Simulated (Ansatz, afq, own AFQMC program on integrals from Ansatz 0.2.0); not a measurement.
## Where AFQMC and coupled cluster stand for Se, triplet

A free Se atom.

Basis cc-pVTZ. Noble-gas cores (and the filled d shells of Ga–Kr and In–Xe) are frozen. Integrals, coupled cluster, full CI and functionals: Ansatz 0.2.0; the random walks run on the same integrals in our own AFQMC program. ph-AFQMC/CISD is guided by a CISD state made of CCSD amplitudes; releasing the constraint for a short imaginary time cuts its bias at the price of noise, slowly where states lie close. Free projection: walkers drawn from exp(T), propagated without any constraint. Its projection time is finite, and what remains of the start isn't in its error. ± is one standard error of the sampling. No spin–orbit coupling.

Determinant: UHF, the one that the program's search chose, which needn't be the lowest solution.

Full CI on the same integrals is exact in this basis and with this determinant's frozen core.

Cautions: no relativity below Rb; no spin-orbit coupling; inner d shell frozen.

```
T1 diagnostic                               : 0.0083
weight of the determinant in the CISD state : 0.938
⟨S²⟩ of the determinant                     : 2.010
size of the correlated space                : 6 electrons in 29 orbitals
```

| level | correlation energy (eV) |
| --- | --- |
| MP2 | -2.7096 |
| CCSD | -3.2301 |
| CCSD(T) | -3.3285 |

Question: Estimate where free-projection AFQMC lies against CCSD(T) on the same integrals.

Answer: 0.76 ± 0.03 mEh below CCSD(T).

Reference: full CI, correlation energy -3.348 eV. The released energy is read at 1.50 1/Eh (meV from the phaseless value at times in 1/Eh: -1.2 ± 1.0 at 0.24, -4.3 ± 0.7 at 0.50, -5.1 ± 0.8 at 1.00, -5.5 ± 1.1 at 1.50).

| level | E − E(reference) (mEh) | share of correlation (%) |
| --- | --- | --- |
| CCSD(T) | 0.70 | 99.43 |
| CCSDT | 0.09 | 99.93 |
| CCSDT(Q) | 0.01 | 99.99 |
| CCSDTQ | 0.00 | 100.00 |
| ph-AFQMC/HF | 2.87 ± 0.45 | 97.67 |
| ph-AFQMC/CISD | 0.25 ± 0.04 | 99.80 |
| released AFQMC | 0.05 ± 0.04 | 99.96 |
| free AFQMC | -0.06 ± 0.03 | 100.05 |

CCSDT and higher add their correlation energy to the determinant of the CCSD(T) run, since their own runs factorise the integrals more tightly (a shift of under 2 meV). Free projections are given only where their last times agree within the noise and don't stop above the reference; a slow remainder of the start can still hide under it. A walk keeps the symmetry of its determinant, which the program's search chose and which needn't be the lowest solution, so a lower state of the same spin and another symmetry isn't excluded. Released energies are given only where the last usable release times agree within the noise; a slower fall can still hide under it.
